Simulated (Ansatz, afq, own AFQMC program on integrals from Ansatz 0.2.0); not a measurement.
**SiGeH2, singlet: AFQMC among the cluster methods**

```xyz
4

Si    0.0000    0.0746    1.5249
Ge    0.0000   -0.0064   -0.6402
H     0.0000   -0.3073    2.9682
H     0.0000   -1.3061    0.6773
```

Connectivity, by distances: SiH–Ge, 1 bridging H.

Basis cc-pVDZ. Only valence electrons are correlated. Integrals, coupled cluster, full CI and functionals: Ansatz 0.2.0; the random walks run on the same integrals in our own AFQMC program. ph-AFQMC/CISD is guided by a CISD state made of CCSD amplitudes; releasing the constraint for a short imaginary time cuts its bias at the price of noise, slowly where states lie close. Error bars are statistical, one sigma. No spin–orbit coupling.

Determinant: UHF, the one that the program's search chose, which needn't be the lowest solution. The geometry is a PBE0/def2-TZVP stationary point of this or a neighbouring charge and spin state.

No full CI on the walks' own integrals is used here; CCSDTQ serves as the reference and is uncertain by about the last step of the cluster series.

Cautions: no relativity below Rb; no spin-orbit coupling; inner d shell frozen; an unrestricted solution with more broken spin lies lower (91 meV, ⟨S²⟩ 0.42), while this determinant keeps restricted orbitals.

The T1 diagnostic is 0.0193 and the weight of the determinant in the CISD state is 0.841. The ⟨S²⟩ of the determinant is 0.000 and the size of the correlated space is 10 electrons in 36 orbitals.

```csv
level,correlation energy (eV)
MP2,-5.0418
CCSD,-5.8817
CCSD(T),-6.1821
```

(1) Estimate where phaseless AFQMC with the Hartree–Fock trial lies against CCSD(T) on the same integrals.

(1) 9.0 ± 2.5 kJ/mol below CCSD(T).

Reference: CCSDTQ, correlation energy -6.241 eV. The released energy is read at 2.40 1/Eh (meV from the phaseless value at times in 1/Eh: -13 ± 5 at 0.24, -17 ± 5 at 0.51, -24 ± 6 at 0.99, -32 ± 4 at 1.62, -26 ± 3 at 2.40).

| level | E − E(reference) (kJ/mol) | share of correlation (%) |
| --- | --- | --- |
| CCSD(T) | 5.7 | 99.05 |
| CCSDT | 2.5 | 99.58 |
| CCSDT(Q) | 0.0 | 100.00 |
| ph-AFQMC/HF | -3.2 ± 2.5 | 100.54 |
| ph-AFQMC/CISD | 2.9 ± 0.5 | 99.51 |
| released AFQMC | 0.4 ± 0.3 | 99.93 |

CCSDT and higher add their correlation energy to the determinant of the CCSD(T) run, since their own runs factorise the integrals more tightly (a shift of under 2 meV). A walk keeps the symmetry of its determinant, which the program's search chose and which needn't be the lowest solution, so a lower state of the same spin and another symmetry isn't excluded. Released energies are given only where the last usable release times agree within the noise; a slower fall can still hide under it.
